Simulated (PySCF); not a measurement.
SMILES C=CC=C, singlet at its B3LYP/def2-SVP optimised geometry (Å):

```
10

C      1.7563    -0.6013     0.0000
C      0.4132    -0.6013     0.0000
C     -0.4129     0.6012     0.0000
C     -1.7560     0.6008     0.0000
H      2.3260     0.3338     0.0001
H      2.3297    -1.5316     0.0001
H     -0.1230    -1.5586     0.0000
H      0.1232     1.5586     0.0000
H     -2.3297     1.5310    -0.0001
H     -2.3254    -0.3344    -0.0001
```

Calculation: B3LYP/def2-TZVP (PySCF 2.14.0). Cells within 0.4 Å of a nucleus heavier than hydrogen are left out (blank, or x).

Map of the deformation density (molecule minus spherical neutral atoms) (e/bohr³) on the plane z = 0.0 Å:

```
|111111111111111111111111111|
|111111111111111111111111111|
|111111111111111111111111111|
|111111111111111111111111111|
|111111111111111111111111111|
|111111111111111111111111111|
|111110000000000011111111111|
|111100000000000001111111111|
|111000221000131000111111111|
|111001783000494000000011111|
|111001484232673000000001111|
|1110001xxx9xx31000010001111|
|11100126x57xx62000266000111|
|111001683010484010386100111|
|11100066200025xx75x62100111|
|11110001000013xx9xxx1000111|
|111100000000376232484100111|
|111110000000494000387100111|
|111111111000131000122000111|
|111111111100000000000001111|
|111111111110000000000011111|
|111111111111111111111111111|
|111111111111111111111111111|
|111111111111111111111111111|
|111111111111111111111111111|
|111111111111111111111111111|
|111111111111111111111111111|
```
Scale: ten equal steps from -0.015 (start of '0') to 0.116 (end of '9'), in the order '0123456789'; x runs from -4.50 to 4.50, y from -4.50 (bottom) to 4.50 (top).
